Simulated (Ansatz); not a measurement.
# AlH2N: the cost of one run

Method: def2-QZVPP, core rule «outside noble gas», up to 6 orbitals frozen; program: Ansatz 0.2.0, Gaussian basis.

Plan: UHF; ROHF; CCSD(T) on UHF.

2 further runs of the same task are left out: 2 set aside as unsound or not needed.

## 1. What is computed

The geometry is a PBE0/def2-TZVP stationary point (not a proven minimum) of the parent state, kept for this charge and spin.

4 atoms, charge 1, spin multiplicity 2.

Atoms are counted from 1 here; the program's logs count them from 0.

Bond lengths: Al1–N2 1.882 Å, Al1–H3 1.583 Å, Al1–H4 1.583 Å. Angles: N2–Al1–H3 118.0°, N2–Al1–H4 118.0°, H3–Al1–H4 123.9°.

## 2. UHF

in.yaml

```yaml
crystal:
  periodic: [false, false, false]
  atoms:
    - {symbol: Al, position_ang: [0.000000, 0.000000, 0.578264]}
    - {symbol: N, position_ang: [0.000000, 0.000000, -1.304184]}
    - {symbol: H, position_ang: [0.000000, 1.396938, 1.321934]}
    - {symbol: H, position_ang: [0.000000, -1.396938, 1.321934]}
basis:
  gaussian: {orbitals: "def2-QZVPP.json"}
total_charge: 1
magnetization: {spin_polarized: true, initial_magnetization: 1}
hamiltonian: {xc: hf}
output: {orbitals: {seedname: orbitals}}
```

Run with:

```sh
ansatz run in.yaml --threads 1 --pin off --events-out ev --progress --plain --max-ram 2393MiB
```

What time and memory should one allow on 1 thread of Arm Neoverse V2, shared host?

About 31 s, with a peak of 0.38 GiB.
